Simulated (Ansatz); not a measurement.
Ansatz (a quantum-chemistry and plane-wave program) input for methanol (CH4O), SMILES CO, PBE/def2-TZVPD. Geometry optimised at B3LYP-D3(BJ)/def2-TZVP.

Ansatz 0.2 input:
```yaml
crystal:
  periodic: [false, false, false]
  atoms:
    - {symbol: C, position_ang: [-0.02018001, 0.66538577, -0.00000000]}
    - {symbol: O, position_ang: [0.12219090, -0.74817394, 0.00000000]}
    - {symbol: H, position_ang: [-0.54431661, 1.02842057, 0.89116193]}
    - {symbol: H, position_ang: [0.98567192, 1.08296822, 0.00000001]}
    - {symbol: H, position_ang: [-0.54431660, 1.02842057, -0.89116194]}
    - {symbol: H, position_ang: [-0.75348591, -1.14673247, -0.00000001]}
basis:
  gaussian:
    orbitals: def2-TZVPD
hamiltonian:
  xc: {name: PBE}
```

It prints:

```
WARN ansatz: RAYON_NUM_THREADS=1 ignored (pool sized by the plan → 1); use --threads N
Functional definition: PBE
integrals: 0.02 GiB planned
562 factors; their error is unknown
mean field: 0.25 GiB planned
mean field evaluation 1: about -3139.4436 eV, gradient 6.0e1 eV
mean field evaluation 2: about -3118.7184 eV, gradient 1.2e2 eV
mean field evaluation 4: about -3146.4043 eV, gradient 8.2e0 eV
mean field evaluation 8: about -3146.5345 eV, gradient 2.0e-2 eV
mean field evaluation 16: about -3146.5110 eV, gradient 5.5e-5 eV
mean field -3146.51098916 eV, -115.6321460698 hartree, gradient 5.5e-5 eV, S^2 0.000000; 0 other end points of the search recorded, 0 dependent functions left out
reference -3146.51103109 eV, -115.6321476108 hartree; 9, 9 occupied and 104, 104 virtual orbitals, 562 factors
Total energy: -3146.51103109 eV, -115.6321476108 hartree
```

The run converged.

Cost: about 1.1 core-seconds (a rough figure).
